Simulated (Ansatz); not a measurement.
The same path of BFH2 + H4Si (9 atoms, charge 0, multiplicity 1) was run twice with different band settings. Lost on the way: B1–F2, Si5–H9. Made: B1–Si5, F2–H9.

All numbers below come from Ansatz 0.2.0, RKS B3LYP/def2-SVP.

Relaxed end points:

```xyz
9
Properties=species:S:1:pos:R:3
B -0.034 0.832 -0.123
F 0.010 1.607 0.945
H 1.015 0.505 -0.624
H -1.120 0.516 -0.544
Si 0.123 -2.895 1.160
H -0.668 -3.231 -0.057
H 1.550 -3.269 0.953
H -0.427 -3.622 2.338
H 0.035 -1.428 1.411
```

```xyz
9
Properties=species:S:1:pos:R:3
B 0.072 -0.373 -0.143
F -0.042 0.337 1.667
H 1.067 0.205 -0.498
H -0.995 0.019 -0.547
Si 0.168 -2.299 0.494
H -0.760 -3.268 -0.161
H 1.520 -2.928 0.588
H -0.316 -2.203 1.942
H -0.230 -0.474 2.117
```

Common settings: movable images 9; climbing image yes; optimiser quadratic models (default); start path through a guess of the saddle point; force threshold 0.05 eV/Å; iteration limit 60; end points relaxed.

| run | spring |
| --- | --- |
| 1 | 5.0 eV/Å² |
| 2 | 0.1 eV/Å² |

Question: What does each run give, and how far can it be trusted?

Answer: Run 1: converged after 29 iterations, highest image 2.292 eV above the first end. A vibrational analysis at the climbing image gives one clearly imaginary mode, 1069i cm⁻¹: a first-order saddle point.
Run 2: converged after 23 iterations, highest image 2.292 eV above the first end. Neighbouring images differ by up to 1.3 eV, so the band resolves the path poorly. Another band between the same ends (9 images) ends at a top of the same energy, where a vibrational analysis finds 1 clearly imaginary mode.
The orbitals stay closed-shell, which can raise the energy where a bond breaks towards radicals; this wasn't checked here.
